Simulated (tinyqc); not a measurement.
Inside a calculation. Method: CCD on RHF in the sto-6g basis, for OH-, spin multiplicity 1. The basis has no diffuse functions, so it cannot describe the extra electron: this is an exercise in the method, not the real anion. Computed by tinyqc, a small Python program that keeps every step (integrals from PySCF). Settings: charge = -1, multiplicity = 1, basis = sto-6g, method = RHF, energy threshold = 1e-10, iteration cap = 69, orthogonalisation = symmetric, start = atomic densities, DIIS depth = 6, amplitude equations = CCD, DIIS depth for amplitudes = 4, cap on updates = 72. Command: `OMP_NUM_THREADS=1 python tinyqc.py 28566 28567 out.jsonl` (the two numbers bound the seeds that draw the settings). One thread of a shared host (Intel(R) Xeon(R) Processor @ 2.60GHz), about 0.1 s of CPU time with the checks. Later iterations appear only in the table of the cycle.

## One-electron integrals

Geometry (angstrom):
```
atom         x         y         z
O     0.000000  0.000000  0.000000
H     0.000000  0.000000  1.348000
```

Basis sto-6g: exponents (1/bohr^2) and contraction coefficients of normalised primitives:
```
element  l (shell)     exponent  coefficient
O            s (1)  1355.584234     0.009164
O            s (1)   248.544885     0.049361
O            s (1)    69.533902     0.168538
O            s (1)    23.886772     0.370563
O            s (1)     9.275933     0.416492
O            s (1)     3.820341     0.130334
O            s (2)    52.187762    -0.013253
O            s (2)    10.329320    -0.046992
O            s (2)     3.210345    -0.033785
O            s (2)     1.235135     0.250242
O            s (2)     0.536420     0.595117
O            s (2)     0.245881     0.240706
O            p (3)    52.187762     0.003760
O            p (3)    10.329320     0.037679
O            p (3)     3.210345     0.173897
O            p (3)     1.235135     0.418036
O            p (3)     0.536420     0.425860
O            p (3)     0.245881     0.101708
H            s (1)    35.523221     0.009164
H            s (1)     6.513144     0.049361
H            s (1)     1.822143     0.168538
H            s (1)     0.625955     0.370563
H            s (1)     0.243077     0.416492
H            s (1)     0.100112     0.130334
```

Overlap, kinetic and nuclear-attraction integrals over the contracted functions; the nuclear repulsion is the sum of Za Zb / Rab.

nuclear repulsion = 3.14051757 hartree

overlap S, order 1O 1s, 1O 2s, 1O 2px, 1O 2py, 1O 2pz, 2H 1s:
```
[[1.000000, 0.231145, 0.000000, 0.000000, 0.000000, 0.022478],
 [0.231145, 1.000000, 0.000000, 0.000000, 0.000000, 0.262016],
 [0.000000, 0.000000, 1.000000, 0.000000, 0.000000, 0.000000],
 [0.000000, 0.000000, 0.000000, 1.000000, 0.000000, 0.000000],
 [0.000000, 0.000000, 0.000000, 0.000000, 1.000000, 0.247563],
 [0.022478, 0.262016, 0.000000, 0.000000, 0.247563, 1.000000]]
```

kinetic energy T (hartree), order 1O 1s, 1O 2s, 1O 2px, 1O 2py, 1O 2pz, 2H 1s:
```
[[29.327197, -0.896024, 0.000000, 0.000000, 0.000000, -0.006100],
 [-0.896024, 0.842618, 0.000000, 0.000000, 0.000000, 0.010937],
 [0.000000, 0.000000, 2.531309, 0.000000, 0.000000, 0.000000],
 [0.000000, 0.000000, 0.000000, 2.531309, 0.000000, 0.000000],
 [0.000000, 0.000000, 0.000000, 0.000000, 2.531309, 0.075670],
 [-0.006100, 0.010937, 0.000000, 0.000000, 0.075670, 0.768522]]
```

nuclear attraction V (hartree), order 1O 1s, 1O 2s, 1O 2px, 1O 2py, 1O 2pz, 2H 1s:
```
[[-61.650880, -6.242021, 0.000000, 0.000000, -0.008281, -0.692822],
 [-6.242021, -9.392471, 0.000000, 0.000000, -0.098096, -1.756370],
 [0.000000, 0.000000, -9.374605, 0.000000, 0.000000, 0.000000],
 [0.000000, 0.000000, 0.000000, -9.374605, 0.000000, 0.000000],
 [-0.008281, -0.098096, 0.000000, 0.000000, -9.427014, -1.463053],
 [-0.692822, -1.756370, 0.000000, 0.000000, -1.463053, -4.356495]]
```

core Hamiltonian H = T + V (hartree), order 1O 1s, 1O 2s, 1O 2px, 1O 2py, 1O 2pz, 2H 1s:
```
[[-32.323683, -7.138045, 0.000000, 0.000000, -0.008281, -0.698922],
 [-7.138045, -8.549853, 0.000000, 0.000000, -0.098096, -1.745433],
 [0.000000, 0.000000, -6.843296, 0.000000, 0.000000, 0.000000],
 [0.000000, 0.000000, 0.000000, -6.843296, 0.000000, 0.000000],
 [-0.008281, -0.098096, 0.000000, 0.000000, -6.895706, -1.387383],
 [-0.698922, -1.745433, 0.000000, 0.000000, -1.387383, -3.587973]]
```

## Two-electron integrals

Functions are numbered as in S; the eight-fold symmetry (ij|kl) = (ji|kl) = (kl|ij) leaves the list below.

Two-electron integrals (ij|kl) in chemists' order, unique and non-zero (hartree):
```
(11|11) 4.787491   (21|11) 0.675884   (21|21) 0.121505   (22|11) 1.117379
(22|21) 0.249212   (22|22) 0.817383   (31|31) 0.025762   (32|31) 0.039145
(32|32) 0.180664   (33|11) 1.117381   (33|21) 0.249212   (33|22) 0.817382
(33|33) 0.880663   (41|41) 0.025762   (42|41) 0.039145   (42|42) 0.180664
(43|43) 0.047461   (44|11) 1.117381   (44|21) 0.249212   (44|22) 0.817382
(44|33) 0.785741   (44|44) 0.880663   (51|51) 0.025762   (52|51) 0.039145
(52|52) 0.180664   (53|53) 0.047461   (54|54) 0.047461   (55|11) 1.117381
(55|21) 0.249212   (55|22) 0.817382   (55|33) 0.785741   (55|44) 0.785741
(55|55) 0.880663   (61|11) 0.069759   (61|21) 0.012037   (61|22) 0.024206
(61|33) 0.024156   (61|44) 0.024156   (61|51) 0.000590   (61|52) 0.001163
(61|55) 0.024306   (61|61) 0.001215   (62|11) 0.197246   (62|21) 0.044744
(62|22) 0.166105   (62|33) 0.163215   (62|44) 0.163215   (62|51) 0.003596
(62|52) 0.028243   (62|55) 0.171884   (62|61) 0.004471   (62|62) 0.045138
(63|31) 0.004589   (63|32) 0.027040   (63|53) 0.005624   (63|63) 0.005832
(64|41) 0.004589   (64|42) 0.027040   (64|54) 0.005624   (64|64) 0.005832
(65|11) 0.155932   (65|21) 0.035824   (65|22) 0.141620   (65|33) 0.135632
(65|44) 0.135632   (65|51) 0.006991   (65|52) 0.048814   (65|55) 0.153597
(65|61) 0.003715   (65|62) 0.046719   (65|65) 0.053485   (66|11) 0.389497
(66|21) 0.089941   (66|22) 0.383737   (66|33) 0.370688   (66|44) 0.370688
(66|51) 0.007814   (66|52) 0.087054   (66|55) 0.409834   (66|61) 0.009029
(66|62) 0.143273   (66|65) 0.168261   (66|66) 0.774999
```

## Orthogonalisation

S = U s U^T; symmetric (Loewdin) form X = U s^(-1/2) U^T, so that X^T S X = 1.

eigenvalues of S: [0.605048, 0.848667, 1.000000, 1.000000, 1.132353, 1.413932]

X, order 1O 1s, 1O 2s, 1O 2px, 1O 2py, 1O 2pz, 2H 1s:
```
[[1.021276, -0.122928, 0.000000, 0.000000, -0.003057, 0.013483],
 [-0.122928, 1.050742, 0.000000, 0.000000, 0.027578, -0.145838],
 [0.000000, 0.000000, 1.000000, 0.000000, 0.000000, 0.000000],
 [0.000000, 0.000000, 0.000000, 1.000000, 0.000000, 0.000000],
 [-0.003057, 0.027578, 0.000000, 0.000000, 1.025448, -0.135096],
 [0.013483, -0.145838, 0.000000, 0.000000, -0.135096, 1.054359]]
```

## Starting guess

The start is atomic minimal-basis densities projected into this basis (PySCF's MINAO start) and scaled to the electron count of each spin; this density is not idempotent, so its energy is not variational and may lie below the converged one.

D at the start, order 1O 1s, 1O 2s, 1O 2px, 1O 2py, 1O 2pz, 2H 1s:
```
[[2.381440, -0.545581, 0.000000, 0.000000, 0.008875, -0.015658],
 [-0.545581, 2.361759, 0.000000, 0.000000, -0.048065, 0.070540],
 [0.000000, 0.000000, 1.455211, 0.000000, 0.000000, 0.000000],
 [0.000000, 0.000000, 0.000000, 1.455211, 0.000000, 0.000000],
 [0.008875, -0.048065, 0.000000, 0.000000, 1.382179, 0.147299],
 [-0.015658, 0.070540, 0.000000, 0.000000, 0.147299, 1.107225]]
```

## Iteration 1: building the Fock matrix

J_ij = sum D_kl (ij|kl), K_ij = sum D_kl (ik|jl); F = H + J - 0.5 K; E = tr D H + tr D J / 2 - 0.25 tr D K + E_nn.

Coulomb J (hartree), order 1O 1s, 1O 2s, 1O 2px, 1O 2py, 1O 2pz, 2H 1s:
```
[[18.601915, 3.251419, 0.000000, 0.000000, 0.007895, 0.325647],
 [3.251419, 8.317476, 0.000000, 0.000000, 0.098044, 1.701782],
 [0.000000, 0.000000, 8.303169, 0.000000, 0.000000, 0.000000],
 [0.000000, 0.000000, 0.000000, 8.303169, 0.000000, 0.000000],
 [0.007895, 0.098044, 0.000000, 0.000000, 8.346091, 1.477737],
 [0.325647, 1.701782, 0.000000, 0.000000, 1.477737, 4.300409]]
```

exchange K (hartree), order 1O 1s, 1O 2s, 1O 2px, 1O 2py, 1O 2pz, 2H 1s:
```
[[11.062207, 1.697516, 0.000000, 0.000000, 0.005167, 0.192371],
 [1.697516, 2.803736, 0.000000, 0.000000, 0.050190, 0.728794],
 [0.000000, 0.000000, 1.873324, 0.000000, 0.000000, 0.000000],
 [0.000000, 0.000000, 0.000000, 1.873324, 0.000000, 0.000000],
 [0.005167, 0.050190, 0.000000, 0.000000, 1.911826, 0.547652],
 [0.192371, 0.728794, 0.000000, 0.000000, 0.547652, 1.118691]]
```

Fock matrix F (hartree), order 1O 1s, 1O 2s, 1O 2px, 1O 2py, 1O 2pz, 2H 1s:
```
[[-19.252871, -4.735384, 0.000000, 0.000000, -0.002970, -0.469461],
 [-4.735384, -1.634244, 0.000000, 0.000000, -0.025147, -0.408047],
 [0.000000, 0.000000, 0.523211, 0.000000, 0.000000, 0.000000],
 [0.000000, 0.000000, 0.000000, 0.523211, 0.000000, 0.000000],
 [-0.002970, -0.025147, 0.000000, 0.000000, 0.494472, -0.183472],
 [-0.469461, -0.408047, 0.000000, 0.000000, -0.183472, 0.153090]]
```

total energy of this density = -79.70263705 hartree

This density is the starting one; it is not idempotent, so its energy is not variational and may lie below the converged one.

## Iteration 1: diagonalisation and new density

Diagonalise F' = X^T F X, C = X C', fill 5 alpha and 5 beta electrons from the bottom; D = 2 C_occ C_occ^T. Each column has its largest component positive (the first on a tie).

F' = X^T F X (hartree):
```
[[-18.928069, -2.467727, 0.000000, 0.000000, -0.016018, -0.029880],
 [-2.467727, -0.760043, 0.000000, 0.000000, 0.046613, -0.299320],
 [0.000000, 0.000000, 0.523211, 0.000000, 0.000000, 0.000000],
 [0.000000, 0.000000, 0.000000, 0.523211, 0.000000, 0.000000],
 [-0.016018, 0.046613, 0.000000, 0.000000, 0.574212, -0.302253],
 [-0.029880, -0.299320, 0.000000, 0.000000, -0.302253, 0.323002]]
```

orbital energies (hartree): [-19.257540, -0.533819, 0.189482, 0.523211, 0.523211, 0.810979]

coefficients C, order 1O 1s, 1O 2s, 1O 2px, 1O 2py, 1O 2pz, 2H 1s:
```
[[0.996077, -0.238187, 0.081609, 0.000000, 0.000000, -0.052389],
 [0.016655, 0.945598, -0.404959, 0.000000, 0.000000, 0.287705],
 [0.000000, 0.000000, 0.000000, -0.619674, 0.784860, 0.000000],
 [0.000000, 0.000000, 0.000000, 0.784860, 0.619674, 0.000000],
 [0.000697, 0.033068, 0.520958, 0.000000, 0.000000, 0.893350],
 [-0.002267, 0.213018, 0.732823, 0.000000, 0.000000, -0.754296]]
```

D after iteration 1, order 1O 1s, 1O 2s, 1O 2px, 1O 2py, 1O 2pz, 2H 1s:
```
[[2.111126, -0.483376, 0.000000, 0.000000, 0.070666, 0.013618],
 [-0.483376, 2.116849, 0.000000, 0.000000, -0.359372, -0.190742],
 [0.000000, 0.000000, 2.000000, 0.000000, 0.000000, 0.000000],
 [0.000000, 0.000000, 0.000000, 2.000000, 0.000000, 0.000000],
 [0.070666, -0.359372, 0.000000, 0.000000, 0.544982, 0.777625],
 [0.013618, -0.190742, 0.000000, 0.000000, 0.777625, 1.164823]]
```

Within a degenerate level the vectors are fixed only up to a rotation; this is one choice.

## Iteration 7 (converged): orbitals

converged F (hartree), order 1O 1s, 1O 2s, 1O 2px, 1O 2py, 1O 2pz, 2H 1s:
```
[[-19.793137, -4.805467, 0.000000, 0.000000, -0.012815, -0.472843],
 [-4.805467, -1.722835, 0.000000, 0.000000, 0.023600, -0.375783],
 [0.000000, 0.000000, 0.160193, 0.000000, 0.000000, 0.000000],
 [0.000000, 0.000000, 0.000000, 0.160193, 0.000000, 0.000000],
 [-0.012815, 0.023600, 0.000000, 0.000000, 0.549117, -0.239643],
 [-0.472843, -0.375783, 0.000000, 0.000000, -0.239643, 0.110172]]
```

As before.

F' = X^T F X (hartree):
```
[[-19.475415, -2.463747, 0.000000, 0.000000, -0.032369, -0.034354],
 [-2.463747, -0.855449, 0.000000, 0.000000, 0.102650, -0.253850],
 [0.000000, 0.000000, 0.160193, 0.000000, 0.000000, 0.000000],
 [0.000000, 0.000000, 0.000000, 0.160193, 0.000000, 0.000000],
 [-0.032369, 0.102650, 0.000000, 0.000000, 0.648969, -0.371167],
 [-0.034354, -0.253850, 0.000000, 0.000000, -0.371167, 0.282522]]
```

orbital energies (hartree): [-19.796138, -0.603944, 0.086793, 0.160193, 0.160193, 0.913917]

coefficients C, order 1O 1s, 1O 2s, 1O 2px, 1O 2py, 1O 2pz, 2H 1s:
```
[[0.996914, -0.241683, 0.061488, 0.000000, 0.000000, -0.047740],
 [0.013215, 0.980051, -0.332632, 0.000000, 0.000000, 0.264348],
 [0.000000, 0.000000, 0.000000, 0.134401, 0.990927, 0.000000],
 [0.000000, 0.000000, 0.000000, 0.990927, -0.134401, 0.000000],
 [0.001083, -0.011673, 0.466896, 0.000000, 0.000000, 0.923274],
 [-0.002052, 0.141646, 0.793550, 0.000000, 0.000000, -0.708226]]
```

D after iteration 7, order 1O 1s, 1O 2s, 1O 2px, 1O 2py, 1O 2pz, 2H 1s:
```
[[2.112057, -0.488281, 0.000000, 0.000000, 0.065218, 0.025029],
 [-0.488281, 2.142638, 0.000000, 0.000000, -0.333462, -0.250335],
 [0.000000, 0.000000, 2.000000, 0.000000, 0.000000, 0.000000],
 [0.000000, 0.000000, 0.000000, 2.000000, 0.000000, 0.000000],
 [0.065218, -0.333462, 0.000000, 0.000000, 0.436259, 0.737699],
 [0.025029, -0.250335, 0.000000, 0.000000, 0.737699, 1.299578]]
```

Within a degenerate level the vectors are fixed only up to a rotation; this is one choice.

## Convergence

Stop when the energy changes by less than 1e-10 hartree and every element of the error matrix X^T (F D S - S D F) X is below 3e-06.

Course of the cycle:
```
iteration   E (hartree)     change  largest element of the error matrix
1          -79.70263705          -                             6.40e-01
2          -74.74943441   4.95e+00                             9.49e-02
3          -74.75537175  -5.94e-03                             4.31e-03
4          -74.75538587  -1.41e-05                             1.04e-03
5          -74.75538665  -7.80e-07                             2.91e-05
6          -74.75538665  -6.83e-10                             2.38e-07
7          -74.75538665   1.42e-14                             1.11e-07
```

PySCF RHF in the same basis = -74.75538665 hartree

Converged in 7 iterations.

## Populations, bond orders and dipole

Mulliken: Z minus the diagonal of D S on the atom; Loewdin: the same with S^(1/2) D S^(1/2); Mayer order: 2 sum_s sum (D(s) S)_ij (D(s) S)_ji over the two atoms.

Charges (e):
```
atom   Mulliken    Loewdin
1O    -0.582824  -0.593599
2H    -0.417176  -0.406401
```

Mayer bond orders:
```
pair     order
2-1   0.825964
```

dipole moment about the origin, x y z (debye): [0.000000, 0.000000, -2.129602]

## Integrals over molecular orbitals

(pq|rs) = sum C_ip C_jq C_kr C_ls (ij|kl), one index at a time.

one-electron integrals over orbitals h = C^T H C (hartree):
```
[[-32.311124, 0.628067, -0.156832, 0.000000, 0.000000, 0.125332],
 [0.628067, -7.221612, 0.627380, 0.000000, 0.000000, -0.612021],
 [-0.156832, 0.627380, -4.683672, 0.000000, 0.000000, -1.599169],
 [0.000000, 0.000000, 0.000000, -6.843296, 0.000000, 0.000000],
 [0.000000, 0.000000, 0.000000, 0.000000, -6.843296, 0.000000],
 [0.125332, -0.612021, -1.599169, 0.000000, 0.000000, -5.795262]]
```

Two-electron integrals over orbitals (pq|rs), unique and non-zero (hartree):
```
(11|11) 4.763948    (21|11) -0.469180   (21|21) 0.074101    (22|11) 1.089639
(22|21) -0.020906   (22|22) 0.757251    (31|11) 0.121806    (31|21) -0.019468
(31|22) 0.005662    (31|31) 0.011352    (32|11) -0.162272   (32|21) 0.005461
(32|22) -0.071653   (32|31) 0.008586    (32|32) 0.099503    (33|11) 0.621056
(33|21) -0.004530   (33|22) 0.525035    (33|31) 0.000036    (33|32) 0.033451
(33|33) 0.611299    (41|41) 0.026646    (42|41) 0.034898    (42|42) 0.163787
(43|41) -0.008218   (43|42) -0.034141   (43|43) 0.022845    (44|11) 1.117098
(44|21) -0.012634   (44|22) 0.783062    (44|31) 0.003173    (44|32) -0.088096
(44|33) 0.505882    (44|44) 0.880663    (51|51) 0.026646    (52|51) 0.034898
(52|52) 0.163787    (53|51) -0.008218   (53|52) -0.034141   (53|53) 0.022845
(54|54) 0.047461    (55|11) 1.117098    (55|21) -0.012634   (55|22) 0.783062
(55|31) 0.003173    (55|32) -0.088096   (55|33) 0.505882    (55|44) 0.785741
(55|55) 0.880663    (61|11) -0.095753   (61|21) 0.015037    (61|22) -0.003908
(61|31) 0.007747    (61|32) 0.019350    (61|33) -0.002812   (61|44) -0.002512
(61|55) -0.002512   (61|61) 0.025010    (62|11) 0.122389    (62|21) -0.004273
(62|22) 0.061706    (62|31) 0.015477    (62|32) 0.061928    (62|33) 0.004529
(62|44) 0.067073    (62|55) 0.067073    (62|61) 0.025306    (62|62) 0.115590
(63|11) 0.316920    (63|21) -0.004398   (63|22) 0.176715    (63|31) -0.002096
(63|32) -0.094133   (63|33) -0.039532   (63|44) 0.188480    (63|55) 0.188480
(63|61) -0.007209   (63|62) 0.011550    (63|63) 0.188251    (64|41) 0.006230
(64|42) 0.025454    (64|43) 0.016408    (64|64) 0.037909    (65|51) 0.006230
(65|52) 0.025454    (65|53) 0.016408    (65|65) 0.037909    (66|11) 0.946501
(66|21) -0.011216   (66|22) 0.678310    (66|31) 0.008239    (66|32) -0.006142
(66|33) 0.587626    (66|44) 0.672244    (66|55) 0.672244    (66|61) 0.007650
(66|62) 0.070546    (66|63) 0.092044    (66|66) 0.703394
```

## CCD: starting amplitudes

t_ij^ab = <ij||ab> / (e_i + e_j - e_a - e_b), whose energy is MP2.

Starting amplitudes (spin orbitals 1a, 1b, ...; amplitudes related by a flip of all spins are not repeated):
```
from      to          t
3a 3b  6a 6b  -0.113798
2a 2b  6a 6b  -0.038077
5a 5b  6a 6b  -0.025147
4a 4b  6a 6b  -0.025147
2a 3b  6a 6b  -0.004926
1a 2b  6a 6b  -0.001138
1a 1b  6a 6b  -0.000604
1a 3b  6a 6b   0.000335
```

correlation energy = -0.02792187 hartree

## CCD: amplitude update 1

t_ij^ab D_ij^ab are set to the remaining terms of the spin-orbital equations, evaluated with the old amplitudes; for the doubles these are <ij||ab> + 1/2 <ab||ef> t_ij^ef + 1/2 <mn||ij> t_mn^ab + P(ij)P(ab) <mb||ej> t_im^ae + terms in t^2, D the orbital-energy denominators.

Amplitudes after update 1 (spin orbitals 1a, 1b, ...; amplitudes related by a flip of all spins are not repeated):
```
from      to          t
3a 3b  6a 6b  -0.153881
2a 2b  6a 6b  -0.044216
5a 5b  6a 6b  -0.035352
4a 4b  6a 6b  -0.035352
2a 3b  6a 6b  -0.005505
1a 2b  6a 6b  -0.001044
1a 1b  6a 6b  -0.000476
1a 3b  6a 6b   0.000230
```

correlation energy = -0.03695459 hartree

## CCD: amplitude update 2

As before.

Amplitudes after update 2 (spin orbitals 1a, 1b, ...; amplitudes related by a flip of all spins are not repeated):
```
from      to          t
3a 3b  6a 6b  -0.167653
2a 2b  6a 6b  -0.043701
5a 5b  6a 6b  -0.040356
4a 4b  6a 6b  -0.040356
2a 3b  6a 6b  -0.005138
1a 2b  6a 6b  -0.000982
1a 1b  6a 6b  -0.000444
1a 3b  6a 6b   0.000174
```

correlation energy = -0.03985384 hartree

## CCD: amplitude update 3

t_ij^ab D_ij^ab are set to the remaining terms of the spin-orbital equations, evaluated with the old amplitudes; for the doubles these are <ij||ab> + 1/2 <ab||ef> t_ij^ef + 1/2 <mn||ij> t_mn^ab + P(ij)P(ab) <mb||ej> t_im^ae + terms in t^2, D the orbital-energy denominators. DIIS then mixes the stored amplitudes.

DIIS coefficients: [-0.607094, 1.607094]

Amplitudes after update 3 (spin orbitals 1a, 1b, ...; amplitudes related by a flip of all spins are not repeated):
```
from      to          t
3a 3b  6a 6b  -0.175380
5a 5b  6a 6b  -0.045005
4a 4b  6a 6b  -0.045005
2a 2b  6a 6b  -0.041757
2a 3b  6a 6b  -0.004585
1a 2b  6a 6b  -0.000943
1a 1b  6a 6b  -0.000428
1a 3b  6a 6b   0.000136
```

correlation energy = -0.04142044 hartree

## CCD: convergence

E_corr = 1/4 sum <ij||ab> t_ij^ab; stop when the norm of the change is below 1e-8.

Course of the amplitude iterations:
```
update  correlation energy (hartree)  norm of the change
0                        -0.02792187                   -
1                        -0.03695459            8.61e-02
2                        -0.03985384            3.10e-02
3                        -0.04142044            1.29e-02
4                        -0.04144145            3.62e-03
5                        -0.04146395            8.67e-04
6                        -0.04145778            6.91e-05
7                        -0.04145733            1.75e-05
8                        -0.04145774            4.29e-06
9                        -0.04145775            5.50e-07
10                       -0.04145775            5.78e-08
11                       -0.04145775            2.38e-08
12                       -0.04145775            4.21e-10
```

Converged amplitudes (spin orbitals 1a, 1b, ...; amplitudes related by a flip of all spins are not repeated):
```
from      to          t
3a 3b  6a 6b  -0.175109
5a 5b  6a 6b  -0.048584
4a 4b  6a 6b  -0.048584
2a 2b  6a 6b  -0.040184
2a 3b  6a 6b  -0.004565
1a 2b  6a 6b  -0.000930
1a 1b  6a 6b  -0.000427
1a 3b  6a 6b   0.000131
```

CCD total energy = -74.79684440 hartree

Converged in 12 updates, with DIIS from the third.
